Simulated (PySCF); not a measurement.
Rock-salt NaCl: correlation energy from several methods in one and the same small orbital space (PySCF; 2 atoms at the zone centre, 8 electrons in 55 orbitals, empty ones MP2 natural orbitals of a TZ basis, lattice constant set to 5.6401 Å). It tests the methods against each other and lies far from the crystal's limit.

CCSDT(Q) gives -2.9267 eV per atom.

### Question
What share of it do MP2, CCSD, CCSD(T), CCSDT recover?

### Answer
MP2 82.6 %; CCSD 96.7 %; CCSD(T) 99.5 %; CCSDT 99.9 %.

```json
[
 {"method": "MP2", "E_corr (eV per atom)": "-2.4173", "share of CCSDT(Q) (%)": "82.6", "difference (meV)": "509"},
 {"method": "CCSD", "E_corr (eV per atom)": "-2.8289", "share of CCSDT(Q) (%)": "96.7", "difference (meV)": "98"},
 {"method": "CCSD(T)", "E_corr (eV per atom)": "-2.9132", "share of CCSDT(Q) (%)": "99.5", "difference (meV)": "13"},
 {"method": "CCSDT", "E_corr (eV per atom)": "-2.9237", "share of CCSDT(Q) (%)": "99.9", "difference (meV)": "3"},
 {"method": "CCSDT(Q)", "E_corr (eV per atom)": "-2.9267", "share of CCSDT(Q) (%)": "100.0", "difference (meV)": "0"}
]
```

MP2, (T) and (Q) use filled levels shifted down by the Madelung term, which in so small a cell is a large part of the gap, so these rows hang on it.

CCSDT(Q) is the highest level reached here, not an exact value.
